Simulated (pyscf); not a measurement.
Single points on ωB97X-D3(BJ)/def2-SVP structures (PySCF, gas phase). MP2 and CC: frozen core, UHF for open shells. ΔMP2 is the change of the MP2 total energy from the triple- to the quadruple-zeta basis.

**Question.** How much does it cost (ΔH, 298 K, CCSD(T)/def2-TZVPP + ΔMP2(QZVPP)) to split H₂N–GeH₂–NH₂ (SMILES [NH2][GeH2][NH2]) at its Ge–N bond into NH₂• + H₂N–GeH₂•?

**Answer.** Ge–N to NH₂• + H₂N–GeH₂•: 3.81 eV. Other isomers of H₂N–GeH₂• were not searched in full and may lie lower. The CCSD(T) − MP2 part came from Ansatz, without density fitting, on the same reference. The frozen core leaves the outer d or s,p core shells of the metals and heavy elements correlated in the MP2 and CC values, and def2-TZVPP describes them poorly, which can shift differences by a few kcal/mol. Elements up to Kr have no core potential and no relativistic terms here.
